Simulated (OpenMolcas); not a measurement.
## How basis sets differ on BF (SMILES [B]F)

The species is BF (2 atoms), meant as a singlet with charge 0. As SMILES, `[B]F`. The shape is that of a GFN2-xTB optimisation.

```tsv
atom	x (Å)	y (Å)	z (Å)
B	0.0000	0.0000	0.0000
F	0.0000	0.0000	1.2444
```

Each level gives the energy change with the B1–F2 bond stretched from 1.244 to 1.369 Å (eV). The values are calculated.

```
                      level                 kind     program  value (eV)  CPU time (all runs)
  MP2/ANO-L-MB (restricted)  perturbation theory  OpenMolcas       -0.75                3.5 s
 MP2/ANO-L-VDZ (restricted)  perturbation theory  OpenMolcas       -0.56                3.5 s
MP2/ANO-L-VDZP (restricted)  perturbation theory  OpenMolcas       -0.18                3.9 s
MP2/ANO-L-VTZP (restricted)  perturbation theory  OpenMolcas        0.12                5.5 s
MP2/ANO-L-VQZP (restricted)  perturbation theory  OpenMolcas        0.18                  9 s
```

The first shape isn't each level's own minimum. The values span -0.75 to 0.18 eV. Without the sets that lack polarisation functions the rows with a basis span only -0.18 to 0.18 eV. Times are those of the runs behind each value, whatever else they computed, on shared processors of several kinds: orders of magnitude only.
